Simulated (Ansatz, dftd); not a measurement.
System: CH$_{4}$N, charge 0, doublet. CH4N (SMILES [CH2]N, doublet).
B3LYP-D3(BJ)/def2-TZVP minimum from Ansatz (an electronic-structure program):
```xyz
6

C      0.1231     0.7206    -0.0043
N     -0.0884    -0.6546     0.0035
H     -0.4969    -1.0305     0.8459
H     -0.5248    -1.0357    -0.8225
H      0.4664     1.1652     0.9184
H      0.4354     1.1594    -0.9407
```
Charge 0, spin multiplicity 2.

Property: atomisation energy (electronic, to ground-state atoms), in kJ/mol. UHF or UKS for unpaired electrons; spin-orbit terms are left out. Cores are frozen in correlated methods. Rows without X2C or -DK are non-relativistic. CBS(X,Y): correlation extrapolated as X^-3, Hartree-Fock from the larger set (Q,5: extrapolated as (X+1)exp(-9√X)). A bracket is a step between two methods taken in the basis named. Functionals run without relativity, which enters their misses. '+ core + X2C': CCSD(T) terms for core correlation (cc-pwCVTZ) and scalar relativity (cc-pVTZ-DK). For partners of very few electrons the exact lower level stands in for a higher one.

Compared with CCSD(T)/CBS(cc-pVQZ,cc-pV5Z) + [CCSDT(Q) - CCSD(T)]/cc-pVTZ + core + X2C (Ansatz): 2016.7 kJ/mol.

Task: Rank these levels by how close they come to it, closest first: CAM-B3LYP-D3(BJ)/def2-TZVPD (Ansatz + dftd3); MP2/CBS(aug-cc-pVTZ,aug-cc-pVQZ) (Ansatz); PBE-D3(BJ)/def2-TZVPD (Ansatz + dftd3); CCSD/CBS(cc-pVTZ,cc-pVQZ) (Ansatz).

Result: MP2/CBS(aug-cc-pVTZ,aug-cc-pVQZ) (2022.6 kJ/mol, difference 5.9), CAM-B3LYP-D3(BJ)/def2-TZVPD (2045.9 kJ/mol, difference 29.2), CCSD/CBS(cc-pVTZ,cc-pVQZ) (1981.0 kJ/mol, difference -35.7), PBE-D3(BJ)/def2-TZVPD (2078.1 kJ/mol, difference 61.4)
